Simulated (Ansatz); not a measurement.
# NH− (quartet): the correlation ladder, aug-cc-pVDZ

How much of the correlation energy of NH− (quartet) does each wave-function method recover here?

Computed with Ansatz 0.2.0, Gaussian basis. Level: aug-cc-pVDZ, core rule «outside noble gas», up to 1 orbitals frozen.

To be run: UHF; CCSD(T) on ROHF; CCSD(T) on UHF; BCCD(T) on ROHF; CISD; CCSDT(Q) on ROHF; CCSDT(Q) on UHF; CASSCF and MRCISD+Q, 7 electrons in 5 orbitals; CASSCF and NEVPT2, 7 electrons in 5 orbitals.

21 further runs of the same task are left out: 9 that didn't finish, 12 set aside as unsound or not needed.

### 1 What is computed

The geometry is a PBE0/def2-TZVP stationary point (not a proven minimum) of the parent state, kept for this charge and spin.

2 atoms, charge -1, spin multiplicity 4.

Atoms are counted from 1 here; the program's logs count them from 0.

Bond lengths: N1–H2 1.040 Å.

In the tables R marks a restricted open-shell determinant and U an unrestricted one; 'valence' is the active space of 7 electrons in 5 orbitals; energies count from the table's Hartree-Fock row.

### 2 UHF

in.yaml reads:

```yaml
crystal:
  periodic: [false, false, false]
  atoms:
    - {symbol: N, position_ang: [0.000000, 0.000000, 0.000000]}
    - {symbol: H, position_ang: [0.000000, 0.000000, 1.039652]}
basis:
  gaussian: {orbitals: aug-cc-pVDZ}
total_charge: -1
magnetization: {spin_polarized: true, initial_magnetization: 3}
hamiltonian: {xc: hf}
output: {orbitals: {seedname: orbitals}}
```

Started as:

```bash
$ ansatz run in.yaml --threads 1 --pin off --events-out ev --progress --plain --max-ram 2393MiB
```

Output:

```text
Functional definition: HF
  name "HF"
  cite "Fock, Z. Phys. 61, 126 (1930) doi:10.1007/BF01340294"
  parent pbe
  exchange = exact_x
  correlation = 0
355 factors; their error is unknown
mean field evaluation 1: about -1486.8432 eV, gradient 2.8e1 eV
mean field evaluation 2: about -1493.6091 eV, gradient 1.5e1 eV
mean field evaluation 4: about -1494.8676 eV, gradient 1.0e0 eV
mean field evaluation 8: about -1494.8901 eV, gradient 4.7e-2 eV
mean field -1494.91288956 eV, -54.9370354031 hartree, gradient 1.4e-5 eV, S^2 3.765331; 0 other end points of the search recorded, 0 dependent functions left out
reference -1494.91288956 eV, -54.9370354031 hartree; 6, 3 occupied and 26, 29 virtual orbitals, 355 factors
Total energy: -1494.91288956 eV, -54.9370354031 hartree
```

It took 0.09 s on 1 thread of Arm Neoverse V2, shared host.

From the report: ⟨S²⟩ of the determinant 3.765 (pure quartet: 3.75).

### 3 CCSD(T) on ROHF

in.yaml: that of step 2 with these lines changed.

```diff
@@ -8,4 +8,3 @@
 total_charge: -1
-magnetization: {spin_polarized: true, initial_magnetization: 3}
-hamiltonian: {xc: hf}
-output: {orbitals: {seedname: orbitals}}
+magnetization: {spin_polarized: false, initial_magnetization: 3}
+correlation: {method: ccsd_t, electrons: outside_noble_gas}
```

Same command.

Output, shortened:

```text
Functional definition: HF
  name "HF"
  cite "Fock, Z. Phys. 61, 126 (1930) doi:10.1007/BF01340294"
  parent pbe
[...]
315 factors; integrals over basis functions are off by at most 9.1e-4 eV
[...]
mean field -1494.71378921 eV, -54.9297185999 hartree, gradient 4.1e-6 eV, S^2 3.750000; 2 other end points of the search recorded, 0 dependent functions left out
determinant -1494.71378921 eV, -54.9297185999 hartree, with singles and doubles -1498.56942885 eV, -55.0714107435 hartree
determinant -1491.46877296 eV, -54.8104664524 hartree, with singles and doubles -1495.37745628 eV, -54.9541079151 hartree
determinant -1491.36704949 eV, -54.8067281838 hartree, with no singles and doubles
determinant -1494.71378921 eV, -54.9297185999 hartree, with singles and doubles -1498.59813679 eV, -55.0724657408 hartree
1 core orbitals not correlated: weight in the atoms' cores, before any rotation towards them, 1.000 or more for the frozen orbitals, at most 0.000 for the correlated occupied ones
reference -1494.71378921 eV, -54.9297185999 hartree; 5, 2 occupied and 26, 29 virtual orbitals, 315 factors
second order -3.19360221 eV of doubles, -0.11976643 eV of singles
cycle   1  -3.88453379 eV  change   -1.9e-4 eV  update   3.0e-4
[...]
cycle   6  -3.88475481 eV  change   -3.3e-6 eV  update   1.2e-6
perturbative correction -0.08108838 eV, -0.0029799430 hartree
Total energy: -1498.67963240 eV, -55.0754606492 hartree
```

Wall time 0.6 s (1 thread of Arm Neoverse V2, shared host).

From the report: correlation -3.9658 eV; T1 0.023; largest double amplitude 0.03.

### 4 CCSD(T) on UHF

in.yaml: that of step 3 with these lines changed.

```diff
@@ -8,3 +8,3 @@
 total_charge: -1
-magnetization: {spin_polarized: false, initial_magnetization: 3}
+magnetization: {spin_polarized: true, initial_magnetization: 3}
 correlation: {method: ccsd_t, electrons: outside_noble_gas}
```

The command is unchanged.

Output, shortened:

```text
Functional definition: HF
  name "HF"
  cite "Fock, Z. Phys. 61, 126 (1930) doi:10.1007/BF01340294"
  parent pbe
[...]
315 factors; integrals over basis functions are off by at most 9.1e-4 eV
[...]
mean field -1494.91296188 eV, -54.9370380608 hartree, gradient 4.5e-6 eV, S^2 3.765331; 2 other end points of the search recorded, 0 dependent functions left out
determinant -1494.91296188 eV, -54.9370380608 hartree, with singles and doubles -1498.57311884 eV, -55.0715463481 hartree
determinant -1491.68116089 eV, -54.8182715650 hartree, with singles and doubles -1495.37945995 eV, -54.9541815484 hartree
determinant -1491.56421458 eV, -54.8139738674 hartree, with no singles and doubles
determinant -1494.91296188 eV, -54.9370380608 hartree, with singles and doubles -1498.60165419 eV, -55.0725950027 hartree
1 core orbitals not correlated: weight in the atoms' cores, before any rotation towards them, 1.000 or more for the frozen orbitals, at most 0.000 for the correlated occupied ones
reference -1494.91296188 eV, -54.9370380608 hartree; 5, 2 occupied and 26, 29 virtual orbitals, 315 factors
second order -3.11197860 eV of doubles, -0.00000000 eV of singles
cycle   1  -3.68887582 eV  change   -1.8e-4 eV  update   3.2e-4
[...]
cycle   6  -3.68912139 eV  change   -5.8e-6 eV  update   1.4e-6
perturbative correction -0.07872035 eV, -0.0028929194 hartree
Total energy: -1498.68080362 eV, -55.0755036907 hartree
```

Run time: 0.6 s. Hardware: 1 thread of Arm Neoverse V2, shared host.

From the report: ⟨S²⟩ of the determinant 3.765 (pure quartet: 3.75); correlation -3.7678 eV; T1 0.017; largest double amplitude 0.03.

### 5 BCCD(T) on ROHF

in.yaml: that of step 4 with these lines changed.

```diff
@@ -8,3 +8,3 @@
 total_charge: -1
-magnetization: {spin_polarized: true, initial_magnetization: 3}
-correlation: {method: ccsd_t, electrons: outside_noble_gas}
+magnetization: {spin_polarized: false, initial_magnetization: 3}
+correlation: {method: bccd_t, electrons: outside_noble_gas}
```

Launched as before.

Output, shortened:

```text
Functional definition: HF
  name "HF"
  cite "Fock, Z. Phys. 61, 126 (1930) doi:10.1007/BF01340294"
  parent pbe
[...]
315 factors; integrals over basis functions are off by at most 9.1e-4 eV
[...]
mean field -1494.71378921 eV, -54.9297185999 hartree, gradient 4.1e-6 eV, S^2 3.750000; 2 other end points of the search recorded, 0 dependent functions left out
determinant -1494.71378921 eV, -54.9297185999 hartree, with singles and doubles -1498.56942885 eV, -55.0714107435 hartree
determinant -1491.46877296 eV, -54.8104664524 hartree, with singles and doubles -1495.37745628 eV, -54.9541079151 hartree
determinant -1491.36704949 eV, -54.8067281838 hartree, with no singles and doubles
determinant -1494.71378921 eV, -54.9297185999 hartree, with singles and doubles -1498.59813679 eV, -55.0724657408 hartree
1 core orbitals not correlated: weight in the atoms' cores, before any rotation towards them, 1.000 or more for the frozen orbitals, at most 0.000 for the correlated occupied ones
reference -1494.71378921 eV, -54.9297185999 hartree; 5, 2 occupied and 26, 29 virtual orbitals, 315 factors
second order -3.19360221 eV of doubles, -0.11976643 eV of singles
cycle   1  -3.88358817 eV  change    7.6e-4 eV  update   3.7e-3
[...]
cycle   7  -3.88205984 eV  change   -2.6e-6 eV  update   4.2e-6
perturbative correction -0.08360097 eV, -0.0030722791 hartree
Total energy: -1498.67945001 eV, -55.0754539466 hartree
```

Run time: 0.69 s. Hardware: 1 thread of Arm Neoverse V2, shared host.

From the report: correlation -3.9657 eV; largest double amplitude 0.03.

### 6 CISD

in.yaml: that of step 5 with these lines changed.

```diff
@@ -9,2 +9,2 @@
 magnetization: {spin_polarized: false, initial_magnetization: 3}
-correlation: {method: bccd_t, electrons: outside_noble_gas}
+correlation: {active_space: {ras: {orbitals: [2, 3, 26], electrons: 7, max_holes: 2, max_particles: 2}, fixed_orbitals: true}}
```

Launched as before.

Output:

```text
Functional definition: HF
  name "HF"
  cite "Fock, Z. Phys. 61, 126 (1930) doi:10.1007/BF01340294"
  parent pbe
  exchange = exact_x
  correlation = 0
315 factors; integrals over basis functions are off by at most 9.1e-4 eV
mean field evaluation 1: about -1487.2641 eV, gradient 3.8e1 eV
mean field evaluation 2: about -1487.2493 eV, gradient 3.8e1 eV
mean field evaluation 4: about -1494.6690 eV, gradient 3.3e0 eV
mean field evaluation 8: about -1494.7138 eV, gradient 1.1e-3 eV
mean field -1494.71378921 eV, -54.9297185999 hartree, gradient 4.1e-6 eV, S^2 3.750000; 0 other end points of the search recorded, 0 dependent functions left out
reference -1494.71378921 eV, -54.9297185999 hartree; 6, 3 occupied and 26, 29 virtual orbitals, 315 factors
state -1498.50660841 eV, -55.0691021348 hartree
Total energy: -1498.50660841 eV, -55.0691021348 hartree
```

It took 1.1 s on 1 thread of Arm Neoverse V2, shared host.

From the report: 10,048 determinants.

### 7 CCSDT(Q) on ROHF

in.yaml: that of step 6 with these lines changed.

```diff
@@ -9,2 +9,2 @@
 magnetization: {spin_polarized: false, initial_magnetization: 3}
-correlation: {active_space: {ras: {orbitals: [2, 3, 26], electrons: 7, max_holes: 2, max_particles: 2}, fixed_orbitals: true}}
+correlation: {method: ccsdt_q, electrons: outside_noble_gas}
```

Launched as before.

Output, shortened:

```text
Functional definition: HF
  name "HF"
  cite "Fock, Z. Phys. 61, 126 (1930) doi:10.1007/BF01340294"
  parent pbe
[...]
510 factors; integrals over basis functions are off by at most 1.1e-7 eV
[...]
a density is far from that of the atoms, so the factors are made again for it
523 factors; integrals over basis functions are off by at most 8.8e-8 eV
[...]
mean field -1494.71378810 eV, -54.9297185592 hartree, gradient 4.1e-6 eV, S^2 3.750000; 3 other end points of the search recorded, 0 dependent functions left out
[...]
determinant -1494.71378810 eV, -54.9297185592 hartree, with singles and doubles -1498.56943123 eV, -55.0714108308 hartree
determinant -1491.46877477 eV, -54.8104665190 hartree, with singles and doubles -1495.37746711 eV, -54.9541083132 hartree
determinant -1491.36705590 eV, -54.8067284195 hartree, with no singles and doubles
determinant -1494.71378810 eV, -54.9297185592 hartree, with singles and doubles -1498.59813760 eV, -55.0724657705 hartree
1 core orbitals not correlated: weight in the atoms' cores, before any rotation towards them, 1.000 or more for the frozen orbitals, at most 0.000 for the correlated occupied ones
reference -1494.71378810 eV, -54.9297185592 hartree; 5, 2 occupied and 26, 29 virtual orbitals, 523 factors
second order -3.19360826 eV of doubles, -0.11976629 eV of singles
cycle   1  -3.73575431 eV  change   -4.2e-1 eV  update   5.1e-2
[...]
cycle  16  -3.98015950 eV  change    2.6e-7 eV  update   1.4e-7
perturbative correction -0.00363234 eV, -0.0001334861 hartree
Total energy: -1498.69757995 eV, -55.0761202093 hartree
```

Wall time 4 s (1 thread of Arm Neoverse V2, shared host).

From the report: correlation -3.9838 eV; T1 0.023; largest double amplitude 0.04.

### 8 CCSDT(Q) on UHF

in.yaml: that of step 7 with these lines changed.

```diff
@@ -8,3 +8,3 @@
 total_charge: -1
-magnetization: {spin_polarized: false, initial_magnetization: 3}
+magnetization: {spin_polarized: true, initial_magnetization: 3}
 correlation: {method: ccsdt_q, electrons: outside_noble_gas}
```

Same command.

Output, shortened:

```text
Functional definition: HF
  name "HF"
  cite "Fock, Z. Phys. 61, 126 (1930) doi:10.1007/BF01340294"
  parent pbe
[...]
510 factors; integrals over basis functions are off by at most 1.1e-7 eV
[...]
a density is far from that of the atoms, so the factors are made again for it
523 factors; integrals over basis functions are off by at most 8.5e-8 eV
[...]
mean field -1494.91296053 eV, -54.9370380111 hartree, gradient 4.5e-6 eV, S^2 3.765331; 3 other end points of the search recorded, 0 dependent functions left out
determinant -1494.91296053 eV, -54.9370380111 hartree, with singles and doubles -1498.57312122 eV, -55.0715464354 hartree
determinant -1491.68116237 eV, -54.8182716192 hartree, with singles and doubles -1495.37946194 eV, -54.9541816218 hartree
determinant -1491.56422109 eV, -54.8139741067 hartree, with no singles and doubles
determinant -1494.91296053 eV, -54.9370380111 hartree, with singles and doubles -1498.60165496 eV, -55.0725950312 hartree
1 core orbitals not correlated: weight in the atoms' cores, before any rotation towards them, 1.000 or more for the frozen orbitals, at most 0.000 for the correlated occupied ones
reference -1494.91296053 eV, -54.9370380111 hartree; 5, 2 occupied and 26, 29 virtual orbitals, 523 factors
second order -3.11198454 eV of doubles, -0.00000000 eV of singles
cycle   1  -3.52368935 eV  change   -4.1e-1 eV  update   5.1e-2
[...]
cycle  16  -3.78228527 eV  change    2.7e-7 eV  update   1.7e-7
perturbative correction -0.00369869 eV, -0.0001359243 hartree
Total energy: -1498.69894449 eV, -55.0761703555 hartree
```

Wall time 3.7 s (1 thread of Arm Neoverse V2, shared host).

From the report: ⟨S²⟩ of the determinant 3.765 (pure quartet: 3.75); correlation -3.7860 eV; T1 0.018; largest double amplitude 0.04.

### 9 CASSCF and MRCISD+Q, 7 electrons in 5 orbitals

in.yaml reads:

```yaml
crystal:
  periodic: [false, false, false]
  atoms:
    - {symbol: N, position_ang: [0.000000, 0.000000, 0.000000]}
    - {symbol: H, position_ang: [0.000000, 0.000000, 1.039652]}
basis:
  gaussian: {orbitals: aug-cc-pVDZ}
total_charge: -1
magnetization: {spin_polarized: false, initial_magnetization: 3}
correlation: {method: fic_mrcisd_q, electrons: outside_noble_gas, active_space: {window: {electrons: 7, orbitals: 5}, shells: [{species: H, l: s, shell: 1}, {species: "N", l: s, shell: 2}, {species: "N", l: p, shell: 2}]}}
```

The command is unchanged.

Output, shortened:

```text
Functional definition: HF
  name "HF"
  cite "Fock, Z. Phys. 61, 126 (1930) doi:10.1007/BF01340294"
  parent pbe
[...]
510 factors; integrals over basis functions are off by at most 1.1e-7 eV
[...]
a density is far from that of the atoms, so the factors are made again for it
523 factors; integrals over basis functions are off by at most 8.8e-8 eV
[...]
mean field -1494.71378810 eV, -54.9297185592 hartree, gradient 4.1e-6 eV, S^2 3.750000; 1 other end points of the search recorded, 0 dependent functions left out
reference -1494.71378810 eV, -54.9297185592 hartree; 6, 3 occupied and 26, 29 virtual orbitals, 523 factors
state -1494.71378810 eV, -54.9297185592 hartree
contracted CI cycle   1: correlation 0.00000000 eV, 0.0000000000 hartree, residual 1.79e1 eV
contracted CI cycle   2: correlation -3.66218258 eV, -0.1345827273 hartree, residual 2.51e0 eV
contracted CI cycle   3: correlation -3.76294632 eV, -0.1382857266 hartree, residual 6.34e-1 eV
contracted CI cycle   4: correlation -3.76980587 eV, -0.1385378105 hartree, residual 1.55e-1 eV
contracted CI cycle   5: correlation -3.77018823 eV, -0.1385518618 hartree, residual 3.98e-2 eV
contracted CI cycle   6: correlation -3.77021277 eV, -0.1385527637 hartree, residual 9.42e-3 eV
contracted CI cycle   7: correlation -3.77021416 eV, -0.1385528148 hartree, residual 2.04e-3 eV
contracted CI cycle   8: correlation -3.77021423 eV, -0.1385528172 hartree, residual 4.68e-4 eV
state -1494.71378810 eV, -54.9297185592 hartree; corrected -1498.69814319 eV, -55.0761409081 hartree
Total energy: -1498.69814319 eV, -55.0761409081 hartree
Checks for a lower state left out: starts, orbital_swaps
```

Wall time 0.51 s (1 thread of Arm Neoverse V2, shared host).

From the report: 3 determinants; active occupations 2.00, 2.00, 1.00, 1.00, 1.00.

### 10 CASSCF and NEVPT2, 7 electrons in 5 orbitals

in.yaml reads:

```yaml
crystal:
  periodic: [false, false, false]
  atoms:
    - {symbol: N, position_ang: [0.000000, 0.000000, 0.000000]}
    - {symbol: H, position_ang: [0.000000, 0.000000, 1.039652]}
basis:
  gaussian: {orbitals: aug-cc-pVDZ}
total_charge: -1
magnetization: {spin_polarized: false, initial_magnetization: 3}
correlation: {method: sc_nevpt2, electrons: outside_noble_gas, active_space: {window: {electrons: 7, orbitals: 5}, shells: [{species: H, l: s, shell: 1}, {species: "N", l: s, shell: 2}, {species: "N", l: p, shell: 2}]}}
```

Same command.

Output, shortened:

```text
Functional definition: HF
  name "HF"
  cite "Fock, Z. Phys. 61, 126 (1930) doi:10.1007/BF01340294"
  parent pbe
[...]
510 factors; integrals over basis functions are off by at most 1.1e-7 eV
[...]
a density is far from that of the atoms, so the factors are made again for it
523 factors; integrals over basis functions are off by at most 8.8e-8 eV
[...]
mean field -1494.71378810 eV, -54.9297185592 hartree, gradient 4.1e-6 eV, S^2 3.750000; 1 other end points of the search recorded, 0 dependent functions left out
reference -1494.71378810 eV, -54.9297185592 hartree; 6, 3 occupied and 26, 29 virtual orbitals, 523 factors
state -1494.71378810 eV, -54.9297185592 hartree
state -1494.71378810 eV, -54.9297185592 hartree; corrected -1497.69313802 eV, -55.0392076492 hartree
Total energy: -1497.69313802 eV, -55.0392076492 hartree
Checks for a lower state left out: starts, orbital_swaps
```

It took 0.3 s on 1 thread of Arm Neoverse V2, shared host.

From the report: 3 determinants; active occupations 2.00, 2.00, 1.00, 1.00, 1.00.

### 11 Natural occupations

Natural occupations of the CASSCF valence state about the gap (report; correlated orbitals 1 to 5): 2.000, 2.000, 1.000, 1.000, 1.000. The count of effectively unpaired electrons, Σ n²(2 − n)², is 3.00; a single determinant of this spin has 3.

### 12 All levels against the top one

The yardstick is UCCSDT(Q), where the cluster series has nearly closed. Rows without a time come out of other runs: HF, MP2 and CCSD of CCSD(T), CCSDT of CCSDT(Q), CASSCF and MRCISD of the multireference runs.

Differences are taken before rounding.

| method | energy from the lowest RHF (meV) | from UCCSDT(Q) (meV) | time |
| --- | --- | --- | --- |
| RHF | 0.0 | +3985.2 |  |
| UHF | -199.2 | +3786.0 |  |
| RMP2 | -3313.4 | +671.8 |  |
| UMP2 | -3311.2 | +674.0 |  |
| CISD | -3792.8 | +192.3 | 1.1 s |
| RCCSD | -3884.8 | +100.4 |  |
| UCCSD | -3888.3 | +96.9 |  |
| RCCSD(T) | -3965.8 | +19.3 | 0.6 s |
| UCCSD(T) | -3967.0 | +18.1 | 0.6 s |
| BCCD(T) | -3965.7 | +19.5 | 0.69 s |
| RCCSDT | -3980.2 | +5.0 |  |
| UCCSDT | -3981.5 | +3.7 |  |
| RCCSDT(Q) | -3983.8 | +1.4 | 4 s |
| UCCSDT(Q) | -3985.2 | 0 | 3.7 s |
| CASSCF valence | 0.0 | +3985.2 |  |
| NEVPT2 valence | -2979.3 | +1005.8 | 0.3 s |
| MRCISD valence | -3770.2 | +214.9 |  |
| MRCISD+Q valence | -3984.4 | +0.8 | 0.51 s |

Among the levels timed on like hardware and quicker than the yardstick, those that no quicker one beats, quickest first: NEVPT2 valence (0.3 s, +1005.8 meV); MRCISD+Q valence (0.51 s, +0.8 meV). Runs this short are mostly start-up, so their order is noise.

### 13 What came out

| quantity | value |
| --- | --- |
| UCCSDT(Q) below the RHF energy | -3.9852 eV |
| RMP2 from UCCSDT(Q) | +671.8 meV |
| UMP2 from UCCSDT(Q) | +674.0 meV |
| RCCSD from UCCSDT(Q) | +100.4 meV |
| RCCSD(T) from UCCSDT(Q) | +19.3 meV |
| UCCSD(T) from UCCSDT(Q) | +18.1 meV |
| RCCSDT(Q) from UCCSDT(Q) | +1.4 meV |
| NEVPT2 valence from UCCSDT(Q) | +1005.8 meV |
| MRCISD+Q valence from UCCSDT(Q) | +0.8 meV |
| levels within 1 kcal/mol (43 meV) | RCCSD(T), UCCSD(T), BCCD(T), RCCSDT, UCCSDT, RCCSDT(Q), MRCISD+Q valence |
| T1 diagnostic | 0.023 |
| effectively unpaired electrons | 3.00 |

**Reading.** RCCSD(T) misses by +19.3 meV, 0.5 % of the correlation energy. One determinant dominates. Of the multireference levels listed MRCISD+Q valence comes nearest in total energy (+0.8 meV), which doesn't show that its space is the better one. These misses are within one basis, not against nature; the frozen cores of restricted and unrestricted runs differ, which can shift their rows. The highest orbital lies above zero: the basis alone holds the extra electron.
